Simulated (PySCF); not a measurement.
**PH$_{4}$⁺, singlet: breathe scan**

Starting geometry (PBE0/def2-TZVP stationary point for this spin, not checked as a minimum):

```xyz
5

P     0.0000    0.0000    0.0000
H     0.8072    0.8103    0.8085
H    -0.8110   -0.8062    0.8088
H    -0.8063    0.8070   -0.8126
H     0.8101   -0.8111   -0.8047
```

From there all distances are scaled together; atoms are numbered as listed. Energies are in kcal/mol, counted from the starting geometry at the same level. Kohn–Sham curves keep the symmetry of the cluster determinant, unrestricted for open shells and where UHF breaks spin symmetry.

Basis 6-31G; PySCF 2.14.0. Correlated methods freeze the noble-gas cores.

Unrestricted Kohn–Sham rows aren't spin-pure: their determinants' ⟨S²⟩ exceeds S(S+1) by up to 2.89, so they mix in states of higher spin. A value is left out where its run failed or describes another state than the reference as far as symmetry and spin tell, or, spin-broken singlets apart, can't be checked.

In so small a basis the reference is far from its limit while semilocal and hybrid functionals are nearer theirs (RPA and double hybrids share much of the reference's basis error), so the functionals' errors here hold much of the reference's basis and frozen-core error, which can add to them or hide them.

Full CI is exact within this basis and frozen core; it isn't the basis-set limit.

```
scale of all distances  full CI    PBE  r2SCAN   PBE0  B3LYP  CAM-B3LYP  wB97M-V  B2PLYP
                 0.893     38.5   39.5    35.8   36.2   36.2       35.4     34.6    35.4
                 1.000      0.0    0.0     0.0    0.0    0.0        0.0      0.0     0.0
                 1.109     13.1   12.5    16.0   16.2   15.4       16.9     17.3    16.5
                 1.310     85.5   86.3    95.3   97.3   93.8       99.8    100.1    96.7
                 1.530    167.2  175.3   189.2  194.6  187.4      200.5    200.6   196.2
                 1.721    218.7  239.4   249.3  258.3  249.6      260.9    267.2   257.6
                 1.993    259.3  283.6   289.1  292.7  289.8      296.3    302.2   287.0
                 2.408        –  305.8   313.8  313.2  312.5      318.4    322.9   304.4
```

(1) Judged by the spread of the error over the points with a reference (largest less smallest), which of these follows full CI best and which worst?

Results:

(1) Subtracting the full CI column from each: best PBE (errors from -0.7 to 24.3, spread 25.0 kcal/mol), worst wB97M-V (from -3.9 to 48.5, spread 52.4 kcal/mol). Functionals and wave-function methods converge differently with the basis, so part of this is basis effect.
